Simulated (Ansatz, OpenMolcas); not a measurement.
# AlNH3 (SMILES [NH2][AlH]): the energy, rung by rung

AlNH3: 5 atoms, total charge 0, spin state doublet. SMILES: `[NH2][AlH]`. Geometry: relaxed at PBE0-D4/def2-TZVP. This is one conformer, not always the lowest.

```tsv
atom	x (Å)	y (Å)	z (Å)
N	-0.1166	-0.6608	0.1751
Al	0.8366	0.8339	0.1208
H	0.1485	-1.5053	0.6555
H	-1.0103	-0.7828	-0.2774
H	0.1918	2.0414	-0.7154
```

Quantity: the energy change with the Al2–H5 bond stretched from 1.604 to 2.887 Å, in eV. The values are calculated.

```csv
level,kind,program,value (eV),less CCSD(T)/cc-pVTZ
UHF/cc-pVTZ,Hartree–Fock,OpenMolcas,1.75,-0.10
USVWN5/cc-pVTZ,LDA,Ansatz,1.79,-0.06
UBLYP/cc-pVTZ,GGA,Ansatz,1.67,-0.18
UPBE/cc-pVTZ,GGA,Ansatz,1.76,-0.09
UPBE0/cc-pVTZ,global hybrid,OpenMolcas,1.85,0.00
U-wB97M-V/cc-pVTZ,range-separated hybrid,Ansatz,1.76,-0.09
RPA@PBE0/cc-pVTZ,RPA,Ansatz,1.91,+0.06
UMP2/cc-pVTZ,perturbation theory,Ansatz,2.00,+0.15
UCCSD(T)/cc-pVTZ,coupled cluster or CI,Ansatz,1.85,0.00
```

Differences are taken from UCCSD(T)/cc-pVTZ for orientation; it has basis-set and higher-order errors of its own. At this stretch a single reference begins to fail. The first shape isn't each level's own minimum. The values span 1.67 to 2.00 eV. Spin contamination of the reference (⟨S²⟩ at least 0.1 too high) touches UHF/cc-pVTZ, UMP2/cc-pVTZ, UCCSD(T)/cc-pVTZ (up to 0.21 too high).
